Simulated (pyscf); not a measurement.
Elimination: H₃C–Ga(CH₃)–OH -> CH₄ + H₃C–Ga=O

Gas phase, singlet surface, charge 0. Bonds broken: C1–Ga2, O4–H11. Bonds formed: C1–H11. PySCF, gas phase, ωB97X-D3(BJ)/def2-SVP geometries.

Transition state (Å):

```xyz
11

C      0.2031     1.3062     0.6433
Ga    -1.7679     0.2790     0.0408
C     -1.4833    -1.4373    -0.7997
O     -2.4442     1.6968     0.7150
H      0.5932     0.4920     1.2784
H      0.5769     2.2474     1.0798
H      0.6572     1.2353    -0.3610
H     -2.4257    -1.9999    -0.8682
H     -1.0803    -1.2915    -1.8131
H     -0.7580    -2.0201    -0.2127
H     -1.0690     1.7462     0.8069
```

One imaginary mode, 1684i cm⁻¹; descent along it reached the two sides named.

```json
[
 {"bond": "C1–Ga2", "change": "breaks", "reactant side (Å)": "1.966", "saddle": "2.303", "product side": "3.2"},
 {"bond": "O4–H11", "change": "breaks", "reactant side (Å)": "0.963", "saddle": "1.379", "product side": "2.8"},
 {"bond": "C1–H11", "change": "forms", "reactant side (Å)": "3.3", "saddle": "1.356", "product side": "1.100"}
]
```

Electronic energies relative to the reactant's lowest minimum found (kJ/mol):

```tsv
level	barrier	reaction energy	reverse barrier
ωB97X-D3(BJ)/def2-TZVP	291.0	+179.8	111.2
PBE/def2-TZVP	242.4	+134.4	108.0
r²SCAN/def2-TZVP	262.0	+157.7	104.3
B3LYP-D3(BJ)/def2-TZVP	274.3	+152.3	122.0
PBE0-D3(BJ)/def2-TZVP	273.8	+173.5	100.3
M06-2X/def2-TZVP	292.7	+194.5	98.1
ωB97M-D3(BJ)/def2-TZVP	286.0	+171.6	114.4
HF/def2-TZVP	363.5	+205.2	158.3
```

With ωB97M-D3(BJ)/def2-TZVP energies and thermal terms (ideal gas, 1 atm, RRHO with modes under 100 cm⁻¹ raised to 100, one conformer, R ln 2 for chiral ones without a mode under 150 cm⁻¹), in kJ/mol:

| T (K) | ΔH‡ | ΔG‡ | ΔH | ΔG |
|---|---|---|---|---|
| 298 | 272.7 | 274.3 | +168.6 | +136.2 |
| 600 | 270.2 | 276.8 | +162.9 | +105.4 |
| 900 | 268.3 | 280.6 | +156.9 | +77.9 |
| 1200 | 266.7 | 284.9 | +151.3 | +52.4 |

At the saddle there is also a short Ga–H contact that neither side keeps. One saddle was located; it need not be the lowest between these sides. Elements up to Kr have no core potential and no relativistic terms here.
